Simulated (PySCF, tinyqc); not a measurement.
RKS/exchange-only LDA in the sto-3g basis, for LiH, spin multiplicity 1, step by step. The lowest restricted solution is unstable here: a spin-polarised one lies 0.0188 hartree lower (PySCF). One step of it, computed by the program tinyqc.

Problem. Iteration 2: DIIS coefficients. Solve [B -1; -1 0][c; lambda] = [0; -1] for the coefficients, which sum to one.

B (overlaps of the stored error matrices):
```
               1              2
1  3.3179958e-01  2.4840396e-01
2  2.4840396e-01  2.0325353e-01
```

Give: DIIS coefficients.

Solution.

DIIS coefficients: -1.1806  2.1806
